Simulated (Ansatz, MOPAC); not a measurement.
Species: silane, SiH₄ (charge 0, singlet). SMILES: [SiH4]
Structure (B3LYP-D3(BJ)/def2-TZVP (Ansatz, a program for electronic structure) minimum search):
```
Si
H 1 1.4803
H 1 1.4803 2 109.47
H 1 1.4803 2 109.47 3 -120.00
H 1 1.4803 2 109.47 4 -120.00
```
Charge 0, spin multiplicity 1.

Wanted: vertical ionisation energy to the doublet, in eV. Terms: spin-orbit terms left out; non-relativistic; UHF or UKS for open shells; no dispersion term unless named; 6-311+G** with 5d, 6d on Na to Ar in Ansatz; valence correlation only; each state is the SCF solution reached for its charge and spin; 6-31G* and kin with 6d, 5d where marked. Ab initio and DFT rows: single points at B3LYP-D3(BJ) geometries (Ansatz). Semi-empirical rows: differences of heats of formation at the shared geometry for vertical values.

Measured values: CCCBDB table in ASE; they hold spin-orbit and core effects. 

Value to compare with, the measured value: 12.30 eV.

| level | program | vertical ionisation energy to the doublet (eV) | error |
|---|---|---|---|
| PM3 | MOPAC | 11.41 | -0.89 |
| PM6 | MOPAC | 11.34 | -0.96 |
| MNDO | MOPAC | 11.30 | -1.00 |
| B3LYP/3-21G | Ansatz | 12.64 | 0.34 |
| B3LYP/6-311+G** | Ansatz | 12.48 | 0.18 |
| MP2/6-31G* | Ansatz | 12.39 | 0.09 |
| PBE0/def2-TZVPD | Ansatz | 12.44 | 0.14 |

3 of the 6 habitual levels lie above the measured value; their mean absolute error is 0.58 eV, the median 0.61.

The levels are drawn from those run, B3LYP/6-31G* more often than the rest, none by its result; runs whose electronic state is in doubt are left out.
